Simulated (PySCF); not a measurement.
**How methods differ on the electron affinity of Si**

Si⁻ [Ne] 3s2 3p3 (4S) → Si [Ne] 3s2 3p2 (3P), as a difference of total energies. Calculation: PySCF 2.14, in def2-TZVPPD; the non-relativistic Hamiltonian (point nucleus). Correlated levels: valence: [Ne] frozen. The calculations carry no spin-orbit coupling.

```csv
method,electron affinity (eV)
UHF,0.691
MP2 (valence),1.195
SCS-MP2 (valence),1.033
CCSD (valence),1.138
CCSD(T) (valence),1.186
```

Problem. How much does correlation contribute at CCSD(T) (valence)?

Solution. 1.186 − (0.691) = 0.495 eV, measured against UHF.

A first-order spin-orbit estimate (lowest level to lowest level, LS coupling) adds -0.016 eV.

Errors of the correlated levels include the incompleteness of this basis and the frozen core.

For comparison: 1.390 eV (measured; photodetachment measurements, as compiled on the Wikipedia data page of electron affinities).
